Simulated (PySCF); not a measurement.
## Neon: a sound run and one with changed settings

Sound run: Ne [Ne], Ne+ [He] 2s2 2p5. Calculation: PySCF 2.14, in cc-pVDZ; no relativity, point nucleus. In the sound run the correlated levels freeze 1s2. The sound run starts from symmetry-adapted Hartree-Fock orbitals and uses a fine grid where one is needed.

Changed run: initial guess minao, at most 50 SCF cycles.

```csv
species,method,sound run (hartree),changed run (hartree),converged
Ne,UHF,-128.48878,-128.48878,yes
Ne,M06-L,-128.90319,-128.90319,yes
Ne,CCSD(T),-128.67884,-128.67884,yes
Ne+,PBE0,-128.02752,-128.02752,yes
Ne+,MP2,-127.89985,-127.89985,yes
```

Here the plain start reaches the same solutions.
